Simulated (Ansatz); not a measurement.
Abridged output of a molecular run in Ansatz:

```
Functional definition: HF
  name "HF"
  cite "Fock, Z. Phys. 61, 126 (1930) doi:10.1007/BF01340294"
  parent pbe
  exchange = exact_x
  correlation = 0
952 factors; integrals over basis functions are off by at most 7.9e-4 eV
mean field evaluation 1: about -6278.5089 eV, gradient 2.9e1 eV
mean field evaluation 2: about -6278.5158 eV, gradient 2.9e1 eV
mean field evaluation 4: about -6280.4112 eV, gradient 4.4e0 eV
mean field evaluation 8: about -6280.4683 eV, gradient 2.0e-1 eV
mean field evaluation 16: about -6280.4563 eV, gradient 1.1e0 eV
mean field -6280.46863506 eV, -230.8029652839 hartree, gradient 3.3e-6 eV, S^2 0.000000; 0 other end points of the search recorded, 0 dependent functions left out
4 core orbitals not correlated: weight in the atoms' cores, before any rotation towards them, 1.000 or more for the frozen orbitals, at most 0.000 for the correlated occupied ones
reference -6280.46863506 eV, -230.8029652839 hartree; 11, 11 occupied and 137, 137 virtual orbitals, 952 factors
second order -20.41014045 eV of doubles, -0.00000000 eV of singles
cycle   1  -20.17146449 eV  change    2.4e-1 eV  update   1.1e-1
cycle   2  -20.67191735 eV  change   -5.0e-1 eV  update   3.5e-2
cycle   3  -20.81258359 eV  change   -1.4e-1 eV  update   1.8e-2
cycle   4  -20.80003316 eV  change    1.3e-2 eV  update   4.4e-3
cycle   5  -20.79887292 eV  change    1.2e-3 eV  update   1.8e-3
cycle   6  -20.80010286 eV  change   -1.2e-3 eV  update   5.5e-4
cycle   7  -20.80001584 eV  change    8.7e-5 eV  update   2.3e-4
cycle   8  -20.79988255 eV  change    1.3e-4 eV  update   8.5e-5
cycle   9  -20.79992081 eV  change   -3.8e-5 eV  update   3.7e-5
cycle  10  -20.79993205 eV  change   -1.1e-5 eV  update   1.2e-5
perturbative correction -0.90630045 eV, -0.0333059271 hartree
Total energy: -6302.17486756 eV, -231.6006546152 hartree
```

Its atoms:

```xyz
6

N    -0.078    0.211   -1.593
C     0.029    0.061   -0.386
C     0.287   -0.059    0.892
F     0.400   -1.266    1.473
H    -1.038    0.264   -1.936
H     0.400    0.789    1.552
```

Problem. Which basis set was used?
A. def2-SVP
B. def2-TZVPPD
C. def2-QZVPP
D. def2-TZVPP

Solution. D. It gives 152 functions.

Problem. Write the keys of the input that set method, charge and spin (a neutral closed shell needs none for the last two).

Solution. 
```yaml
correlation: {method: ccsd_t}
```
